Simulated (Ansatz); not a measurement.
Born–Oppenheimer molecular dynamics of CH3OS (6 atoms, charge -1, multiplicity 1). It goes on from the last frame of an earlier run, with new velocities.

Level of theory: Ansatz 0.2.0, RKS PBE/6-31G.

- ensemble: NVT, Langevin thermostat
- time step: 0.5 fs
- steps asked: 166
- set temperature: 700 K
- friction: 0.01 /fs
- seed: 656543

First frame:

```xyz
6
Properties=species:S:1:pos:R:3
O 0.825 -0.163 -1.677
C 0.161 -0.776 -0.757
S -0.925 1.087 1.504
H 0.559 -0.700 0.256
H -0.705 -1.514 -0.912
H 0.411 1.577 1.356
```

Q: How far do the bonds stretch over the last three quarters of this one trajectory? (Pairs bonded in most of those frames.)

A: 
| bond | mean (Å) | spread (Å) | shortest | longest |
| --- | --- | --- | --- | --- |
| O1–C2 | 1.274 | 0.019 | 1.24 | 1.31 |
| C2–H4 | 1.121 | 0.041 | 1.04 | 1.19 |
| C2–H5 | 1.123 | 0.044 | 1.04 | 1.19 |
| S3–H6 | 1.397 | 0.051 | 1.31 | 1.49 |

Mean temperature of the second half: 492 K. The mean temperature of the second half is 30 % below the set value. A run of 0.083 ps of so small a system gives no equilibrium averages. Limits of this set-up: no polarisation functions, an anion without diffuse functions, the dipole of an ion depends on the origin.

The run took 2.4 min on 1 thread of Arm Neoverse V2 (shared host), peak memory 0.078 GiB.
